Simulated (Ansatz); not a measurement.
Born–Oppenheimer molecular dynamics of BClFH (4 atoms, charge 0, multiplicity 1). It starts from a relaxed structure.

Computed with RKS r2SCAN/def2-SVP (Ansatz).

```json
{
  "ensemble": "NVT, Langevin thermostat",
  "time step": "0.5 fs",
  "steps asked": "100",
  "set temperature": "100 K",
  "friction": "0.02 /fs",
  "seed": "379"
}
```

Frames 1 fs apart, positions in Å, forces in eV/Å.

Velocities at 35.0 fs (Å/ps):

```
B 0.93 -0.40 3.74
F 1.83 0.27 -0.16
H -2.32 -6.89 0.76
Cl -2.08 0.23 0.53
```

```xyz
4
Properties=species:S:1:pos:R:3:forces:R:3 time_fs=35.0 energy_less_start_eV=0.009 T=45
B -0.032 -0.060 0.017 -0.21 0.39 -0.22
F -0.055 -0.066 1.329 -0.06 -0.13 0.05
H 1.013 -0.023 -0.571 0.03 -0.15 -0.02
Cl -1.555 0.028 -0.869 0.23 -0.11 0.19
4
Properties=species:S:1:pos:R:3:forces:R:3 time_fs=36.0 energy_less_start_eV=0.010 T=36
B -0.031 -0.060 0.020 -0.32 0.37 -0.38
F -0.053 -0.065 1.328 -0.07 -0.12 0.20
H 1.010 -0.030 -0.571 0.10 -0.14 -0.04
Cl -1.557 0.029 -0.869 0.29 -0.11 0.23
4
Properties=species:S:1:pos:R:3:forces:R:3 time_fs=37.0 energy_less_start_eV=0.012 T=41
B -0.030 -0.060 0.023 -0.45 0.35 -0.49
F -0.051 -0.064 1.328 -0.07 -0.12 0.32
H 1.005 -0.038 -0.569 0.19 -0.13 -0.09
Cl -1.558 0.029 -0.868 0.33 -0.11 0.26
4
Properties=species:S:1:pos:R:3:forces:R:3 time_fs=38.0 energy_less_start_eV=0.014 T=31
B -0.029 -0.060 0.025 -0.57 0.31 -0.55
F -0.049 -0.063 1.328 -0.07 -0.10 0.42
H 1.001 -0.048 -0.568 0.29 -0.11 -0.15
Cl -1.559 0.029 -0.867 0.36 -0.10 0.28
4
Properties=species:S:1:pos:R:3:forces:R:3 time_fs=39.0 energy_less_start_eV=0.015 T=40
B -0.028 -0.060 0.026 -0.65 0.26 -0.59
F -0.047 -0.062 1.327 -0.08 -0.08 0.49
H 0.999 -0.060 -0.568 0.35 -0.09 -0.18
Cl -1.560 0.029 -0.865 0.38 -0.08 0.29
4
Properties=species:S:1:pos:R:3:forces:R:3 time_fs=40.0 energy_less_start_eV=0.015 T=40
B -0.027 -0.059 0.026 -0.68 0.20 -0.63
F -0.045 -0.061 1.327 -0.08 -0.06 0.53
H 0.998 -0.074 -0.568 0.37 -0.07 -0.20
Cl -1.561 0.029 -0.864 0.39 -0.07 0.30
4
Properties=species:S:1:pos:R:3:forces:R:3 time_fs=41.0 energy_less_start_eV=0.015 T=20
B -0.027 -0.058 0.025 -0.69 0.14 -0.63
F -0.043 -0.061 1.326 -0.08 -0.04 0.54
H 0.997 -0.086 -0.569 0.38 -0.05 -0.21
Cl -1.562 0.029 -0.863 0.39 -0.05 0.30
4
Properties=species:S:1:pos:R:3:forces:R:3 time_fs=42.0 energy_less_start_eV=0.013 T=26
B -0.027 -0.058 0.024 -0.63 0.10 -0.64
F -0.043 -0.061 1.325 -0.07 -0.02 0.51
H 0.999 -0.097 -0.573 0.32 -0.04 -0.17
Cl -1.562 0.029 -0.862 0.39 -0.04 0.29
4
Properties=species:S:1:pos:R:3:forces:R:3 time_fs=43.0 energy_less_start_eV=0.009 T=39
B -0.027 -0.057 0.023 -0.48 0.03 -0.64
F -0.043 -0.060 1.325 -0.06 0.00 0.44
H 1.003 -0.111 -0.578 0.17 -0.01 -0.07
Cl -1.563 0.029 -0.861 0.37 -0.02 0.28
4
Properties=species:S:1:pos:R:3:forces:R:3 time_fs=44.0 energy_less_start_eV=0.007 T=46
B -0.029 -0.056 0.022 -0.27 -0.05 -0.65
F -0.042 -0.060 1.326 -0.06 0.03 0.36
H 1.009 -0.125 -0.582 -0.02 0.03 0.03
Cl -1.563 0.028 -0.860 0.35 0.00 0.26
4
Properties=species:S:1:pos:R:3:forces:R:3 time_fs=45.0 energy_less_start_eV=0.007 T=42
B -0.031 -0.055 0.020 -0.03 -0.13 -0.62
F -0.042 -0.060 1.326 -0.06 0.05 0.26
H 1.014 -0.137 -0.587 -0.21 0.06 0.13
Cl -1.563 0.028 -0.859 0.30 0.02 0.23
4
Properties=species:S:1:pos:R:3:forces:R:3 time_fs=46.0 energy_less_start_eV=0.008 T=39
B -0.033 -0.054 0.017 0.17 -0.19 -0.56
F -0.042 -0.060 1.327 -0.05 0.06 0.13
H 1.018 -0.146 -0.594 -0.36 0.10 0.23
Cl -1.563 0.028 -0.857 0.24 0.03 0.20
```

Of the whole run (50 fs, mean temperature of the second half 39 K): The mean temperature of the second half is 61 % below the set value. A run of 0.05 ps of so small a system gives no equilibrium averages.

Run time: 2.9 min on 1 thread of Arm Neoverse V1, on a shared host, peak memory 0.1 GiB.
